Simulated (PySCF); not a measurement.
carbon tetrachloride (CCl₄), SMILES ClC(Cl)(Cl)Cl. Heavy atoms are numbered as in [Cl:1][C:2]([Cl:3])([Cl:4])[Cl:5].

Geometry optimised at ωB97X-D3(BJ)/def2-SVP.

Method: PySCF with KT2/pcSseg-1.

GIAO shieldings, no solvent; atoms alike by connectivity are averaged. δ = σ(ref) − σ: ³⁵Cl against HCl (σ = 945.4 ppm); ¹³C against TMS (σ = 185.1 ppm), references at their B3LYP-D3(BJ)/def2-TZVP geometries, non-relativistic (without spin–orbit terms, shifts of atoms bonded to Cl or Br come out too high).

| nucleus | atoms | count | δ (ppm) |
|---|---|---|---|
| ³⁵Cl | Cl1 | 4 | 675.9 |
| ¹³C | C2 | 1 | 136.7 |
